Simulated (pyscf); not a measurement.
F–CH₂–Cl (SMILES FCCl) + H• (SMILES [H]) → H₃C–F (SMILES CF) + Cl• (SMILES [Cl]), a substitution at C (doublet surface; C–Cl broken, C–H formed). PySCF, gas phase, ωB97X-D3(BJ)/def2-SVP geometries. Correlated levels are frozen-core, on RHF or UHF. ΔMP2 is the change of the MP2 total energy from the triple- to the quadruple-zeta basis. Energies in eV from the separated reactants.

Small-basis levels: PySCF, no dispersion term, spherical d functions. AM1 to PM7: differences of heats of formation from MOPAC. Open shells are spin-unrestricted. 

```json
[
 {"level": "HF/STO-3G", "barrier": "1.72", "reaction energy": "-2.02"},
 {"level": "MP2/6-31G*", "barrier": "1.74", "reaction energy": "-0.67"},
 {"level": "BP86/6-31G*", "barrier": "0.72", "reaction energy": "-0.84"},
 {"level": "B3LYP/STO-3G", "barrier": "0.69", "reaction energy": "-1.72"},
 {"level": "B3LYP/3-21G", "barrier": "0.53", "reaction energy": "-1.58"},
 {"level": "B3LYP/6-31G*", "barrier": "0.93", "reaction energy": "-1.04"},
 {"level": "PM6", "barrier": "0.60", "reaction energy": "-0.69"},
 {"level": "CCSD(T)/def2-TZVPP + ΔMP2(QZVPP)", "barrier": "1.15", "reaction energy": "-0.93"}
]
```

Against the last row the barrier runs from -0.62 (B3LYP/3-21G) to +0.59 eV (MP2/6-31G*). CCSD(T)/def2-TZVPP + ΔMP2(QZVPP) has limits of its own. Abstraction by the radical was not located in this set and often lies lower. One saddle was located; it need not be the lowest between these sides. The angle at the attacked C is 160°. The CCSD(T) − MP2 part came from Ansatz, without density fitting, on the same reference. Left out: the spin-orbit lowering of Cl.
